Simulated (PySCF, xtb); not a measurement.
# CH2B−: 3 structures ranked

3 gas-phase structures of CH2B−, found in a search over its isomers (lower ones may exist). Each was relaxed with GFN2-xTB; where two conformers were screened, the lower at r2SCAN-D4/def2-SVPD is listed:

A. `[BH2-]=[C]`, a singlet
B. a singlet given by its coordinates
C. `[BH-]#C`, a singlet

B (Å):

```xyz
4

C     0.5194   -1.0426    0.6623
B    -0.1971   -0.3575   -0.3248
H    -0.3084   -1.8309   -0.3283
H    -0.7857    0.3471   -1.1520
```

Close contacts (Å): C1–B2 1.40, C1–H3 1.51, B2–H3 1.48, B2–H4 1.24.

Q: Make a reasoned guess at their ranking by r2SCAN-D4/def2-SVPD single-point energy.

A: Calculated order at r2SCAN-D4/def2-SVPD: C (0.0), B (33.8), A (43.5) kcal/mol.

Energies above the lowest of each column, in kcal/mol:

```
structure  GFN2-xTB  HF/STO-3G  r2SCAN-D4/def2-SVPD
        C       0.0        0.0                  0.0
        B      49.4       50.7                 33.8
        A      44.6       29.1                 43.5
```

Every level run on C puts it lowest or level with the lowest. Frequencies (PBE0-D3(BJ)/def2-SVPD) were run for C alone.

Programs: PySCF 2.14.0, xtb 6.7.1.
